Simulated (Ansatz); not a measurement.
Energy needed to pull apart CH$_{5}$NSi (SMILES C=N[SiH3]), closed shell, into free ground-state atoms, from the structure below (displaced at random from a GFN2-xTB minimum); no zero-point or spin–orbit terms; open-shell atoms are treated unrestricted, in their ground-state multiplicity.

C1  (-1.006, 0.597, -1.103)
N2  (-0.521, -0.391, -0.419)
Si3  (0.747, -0.526, 0.832)
H4  (-1.809, 0.408, -1.823)
H5  (-0.639, 1.672, -0.993)
H6  (0.394, 0.347, 2.055)
H7  (2.080, -0.093, 0.309)
H8  (0.721, -1.970, 1.188)
(Å)

Ansatz 0.2.0; basis: def2-TZVPP; cores frozen in the correlated methods.

```json
{"method": "PBE-D4", "atomization energy (kcal/mol)": "660.9"}
{"method": "r2SCAN-D4", "atomization energy (kcal/mol)": "648.4"}
{"method": "PBE0-D4", "atomization energy (kcal/mol)": "647.2"}
{"method": "HSE06-D4", "atomization energy (kcal/mol)": "647.7"}
{"method": "wB97X-V", "atomization energy (kcal/mol)": "?"}
{"method": "wB97M-V", "atomization energy (kcal/mol)": "?"}
{"method": "HF", "atomization energy (kcal/mol)": "463.1"}
{"method": "MP2", "atomization energy (kcal/mol)": "636.1"}
{"method": "CCSD", "atomization energy (kcal/mol)": "623.2"}
{"method": "CCSD(T)", "atomization energy (kcal/mol)": "633.1"}
```

Problem. What does wB97X-V give? (Judge from chemistry; the value comes from the calculation.)

Solution. By the calculation: 654.8 kcal/mol, which is about 21.7 kcal/mol more than CCSD(T)/def2-TZVPP.

Problem. What does wB97M-V give? (An estimate is asked for; the value comes from the calculation.)

Solution. The calculation gives: 653.1 kcal/mol, which is about 20.0 kcal/mol more than CCSD(T)/def2-TZVPP.

In triple zeta the MP2 and coupled-cluster atomization energies are still short of their basis limit by a few kcal/mol a bond, whereas those of the functionals are nearly converged, so these differences are not deviations from converged CCSD(T).

T1 diagnostic: at most 0.014. The restricted Hartree–Fock reference is unstable towards an unrestricted one here.

For scale, one of the runs: CCSD(T)/def2-TZVPP forces, 174 basis functions (an equivalent command: `ansatz run in.yaml --threads 4`). Time: 68 s of wall clock on 4 CPU threads; the host was shared. Peak host memory: 2.9 GiB.
